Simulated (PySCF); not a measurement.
How exact exchange moves a shielding

Molecule: SMILES P[SiH2]P, H₆P₂Si.

Geometry:
| atom | x (Å) | y (Å) | z (Å) |
| --- | --- | --- | --- |
| P1 | -1.784 | 0.317 | -0.796 |
| Si2 | 0.011 | -0.651 | 0.190 |
| P3 | 1.836 | 0.293 | -0.767 |
| H4 | -2.713 | -0.202 | 0.160 |
| H5 | -1.612 | 1.547 | -0.088 |
| H6 | 0.000 | -0.535 | 1.682 |
| H7 | 0.005 | -2.101 | -0.173 |
| H8 | 2.742 | -0.246 | 0.198 |
| H9 | 1.675 | 1.522 | -0.055 |

GIAO shieldings (ppm, equivalent atoms averaged) in PySCF 2.14 on the PBE0-D3(BJ)/def2-SVP geometry, basis pcSseg-2, gas phase, non-relativistic:

```tsv
functional	exact exchange (%)	σ(Si2)
BLYP	0	357.7
BP86	0	372.7
PBE	0	375.8
B3LYP	20	372.1
PBE0	25	392.6
mPW1PW91	25	390.1
HF	100	428.9
```

(1) Fit each shielding as a line in the percentage of exact exchange.

(2) What does the line predict for BHandHLYP (50 %), and what does the run give?

## Answers

(1) σ(Si2) = 369.5 + 0.61 x (rms 7.3 ppm). The functionals also differ in their semilocal parts, which the line can't hold; Hartree–Fock has no correlation at all.

(2) σ(Si2): 400.0 predicted, 392.5 computed ppm.
